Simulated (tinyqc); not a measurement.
Inside a calculation. Method: UHF in the sto-3g basis, for BH2, spin multiplicity 2. This run ends on a higher stationary point, not on the lowest solution. One step of it, computed by the program tinyqc.

Question. Iteration 2: DIIS coefficients. Solve [B -1; -1 0][c; lambda] = [0; -1] for the coefficients, which sum to one.

B (overlaps of the stored error matrices):
```
                1               2
1   1.2877766e+00  -7.4525628e-02
2  -7.4525628e-02   2.7730588e-02
```

Give: DIIS coefficients.

Answer.

DIIS coefficients: 0.0698  0.9302
